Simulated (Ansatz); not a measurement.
Energy profile

The step: SiH₄O ([OH][SiH3]) + SiH₃ → SiH₃O ([OH][SiH2]) + SiH₄; bonds formed: H1–Si4; bonds broken: H1–Si2 (atoms numbered as in the saddle structure below).

```json
{"atom": "H1", "x (Å)": "0.1644", "y (Å)": "0.4722", "z (Å)": "0.3919"}
{"atom": "Si2", "x (Å)": "1.4328", "y (Å)": "0.0155", "z (Å)": "-0.7820"}
{"atom": "O3", "x (Å)": "0.5757", "y (Å)": "-0.9115", "z (Å)": "-1.8461"}
{"atom": "Si4", "x (Å)": "-1.3946", "y (Å)": "0.4708", "z (Å)": "1.2039"}
{"atom": "H5", "x (Å)": "2.0112", "y (Å)": "1.1210", "z (Å)": "-1.5897"}
{"atom": "H6", "x (Å)": "2.5075", "y (Å)": "-0.7774", "z (Å)": "-0.1100"}
{"atom": "H7", "x (Å)": "0.2009", "y (Å)": "-1.7318", "z (Å)": "-1.5222"}
{"atom": "H8", "x (Å)": "-1.2744", "y (Å)": "0.9617", "z (Å)": "2.6036"}
{"atom": "H9", "x (Å)": "-2.3495", "y (Å)": "1.3186", "z (Å)": "0.4414"}
{"atom": "H10", "x (Å)": "-1.8744", "y (Å)": "-0.9392", "z (Å)": "1.2093"}
```

Electronic energies by CCSD(T) at an estimated basis limit (MP2 extrapolated from triple and quadruple zeta, plus CCSD(T) − MP2 in triple zeta), on PBE0-D4/def2-TZVP structures; Si2H7O, doublet; no counterpoise correction; spin–orbit coupling, which lowers free halogen atoms and radicals such as OH and SH, is left out. Computed with Ansatz 0.2.0 (basis: def2-TZVPP and def2-QZVPP); correlated methods freeze the cores; orbitals are unrestricted. Extrapolation: Hartree–Fock as exp(−7.88 √X), correlation as X^−2.97.

Problem. Give the profile in eV, counted from the separated reactants. (To be estimated.)

Solution. Computed:
```
                                                                                                       point      eV
separated: SiH4O (linked as [OH][SiH3]; H1, Si2, O3, H5, H6, H7; singlet) + SiH3 (Si4, H8, H9, H10; doublet)   0.000
                                                                                             start structure  -0.062
                                                                                                      saddle   0.520
                                                                                               end structure  -0.025
separated: SiH4 (H1, Si4, H8, H9, H10; singlet) + SiH3O (linked as [OH][SiH2]; Si2, O3, H5, H6, H7; doublet)   0.051
```

No T1 diagnostic of these runs exceeds 0.016. ⟨S²⟩ of the unrestricted Hartree–Fock references: 0.75 to 0.78 (a pure state has 0.75).

Radical steps of this kind take place in plasma deposition and etching.

For scale, one of the runs: CCSD(T)/def2-TZVPP, 213 basis functions, launched by `ansatz run in.yaml --threads 4 --pin off --events-out ev --progress --plain --max-ram 9574MiB`. Hardware: 4 CPU threads of an Arm Neoverse V1, shared host. Wall time 2.8 min; peak host memory 7.3 GiB.
